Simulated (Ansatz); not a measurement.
**Al₂H₂ (triplet): from Hartree-Fock to the top rungs at distance Al1–H3 = 1.712 Å, 6-31G**

How much of the correlation energy of Al₂H₂ (triplet) does each wave-function method recover here?

Computed with Ansatz 0.2.0, Gaussian basis. Level: 6-31G, core rule «outside noble gas», up to 10 orbitals frozen.

The runs, in order: UHF; CCSD(T) on ROHF; CCSD(T) on UHF; BCCD(T) on ROHF; CISD; CCSDT(Q) on ROHF; CCSDT(Q) on UHF; CISDTQ; CASSCF and MRCISD+Q, 4 electrons in 4 orbitals; CASSCF and NEVPT2, 4 electrons in 4 orbitals; CASSCF and MRCISD+Q, 8 electrons in 10 orbitals; CASSCF and NEVPT2, 8 electrons in 10 orbitals; Full CI.

15 further runs of the same task are left out: 9 that didn't finish, 6 set aside as unsound or not needed.

## Step 1: The geometry

The geometry derives from a PBE0/def2-TZVP stationary point (not a proven minimum). One bond is set to the value named and the two fragments are kept rigid.

4 atoms, charge 0, spin multiplicity 3.

Atoms are counted from 1 here; the program's logs count them from 0.

Bond lengths: Al1–Al2 2.300 Å, Al1–H3 1.712 Å, Al2–H4 1.575 Å. Angles: Al2–Al1–H3 180.0°, Al1–Al2–H4 180.0°.

## Step 2: UHF

Input file in.yaml:

```yaml
crystal:
  periodic: [false, false, false]
  atoms:
    - {symbol: Al, position_ang: [0.000000, 0.000000, 1.115642]}
    - {symbol: Al, position_ang: [0.000000, 0.000000, -1.184370]}
    - {symbol: H, position_ang: [0.000000, 0.000000, 2.827642]}
    - {symbol: H, position_ang: [0.000000, 0.000000, -2.758913]}
basis:
  gaussian: {orbitals: 6-31G}
magnetization: {spin_polarized: true, initial_magnetization: 2}
hamiltonian: {xc: hf}
output: {orbitals: {seedname: orbitals}}
```

On the command line:

```
> ansatz run in.yaml --threads 1 --pin off --events-out ev --progress --plain --max-ram 2393MiB
```

The runs that follow: CCSD(T) on ROHF; CCSD(T) on UHF; BCCD(T) on ROHF; CISD; CCSDT(Q) on ROHF; CCSDT(Q) on UHF; CISDTQ; CASSCF and MRCISD+Q, 4 electrons in 4 orbitals; CASSCF and NEVPT2, 4 electrons in 4 orbitals; CASSCF and MRCISD+Q, 8 electrons in 10 orbitals; CASSCF and NEVPT2, 8 electrons in 10 orbitals; Full CI.

Q: Predict the results of all the runs planned. Wanted: FCI below the RHF energy; RMP2 from FCI; UMP2 from FCI; RCCSD from FCI; RCCSD(T) from FCI; UCCSD(T) from FCI; RCCSDT(Q) from FCI; UCCSDT(Q) from FCI; NEVPT2 pair from FCI.

**Answer**, as computed:

```
                         quantity                                                                                                                       value
         FCI below the RHF energy                                                                                                                  -2.4317 eV
                    RMP2 from FCI                                                                                                             +18.38 kcal/mol
                    UMP2 from FCI                                                                                                             +17.72 kcal/mol
                   RCCSD from FCI                                                                                                              +1.97 kcal/mol
                RCCSD(T) from FCI                                                                                                              +0.72 kcal/mol
                UCCSD(T) from FCI                                                                                                              +0.72 kcal/mol
               RCCSDT(Q) from FCI                                                                                                              +0.05 kcal/mol
               UCCSDT(Q) from FCI                                                                                                              +0.05 kcal/mol
             NEVPT2 pair from FCI                                                                                                             +16.08 kcal/mol
           MRCISD+Q pair from FCI                                                                                                              +0.14 kcal/mol
          NEVPT2 valence from FCI                                                                                                              +3.98 kcal/mol
levels within 1 kcal/mol (43 meV)  RCCSD(T), UCCSD(T), BCCD(T), RCCSDT, UCCSDT, CISDTQ, RCCSDT(Q), UCCSDT(Q), MRCISD+Q pair, MRCISD valence, MRCISD+Q valence
                    T1 diagnostic                                                                                                                       0.025
   effectively unpaired electrons                                                                                                                        2.07
```

In words: RCCSD(T) lands +0.72 kcal/mol from the yardstick (1.3 % of the correlation energy). One determinant dominates. Of the multireference levels listed MRCISD+Q valence comes nearest in total energy (+0.12 kcal/mol), which doesn't show that its space is the better one. These misses are within one basis, not against nature; the frozen cores of restricted and unrestricted runs differ, which can shift their rows.
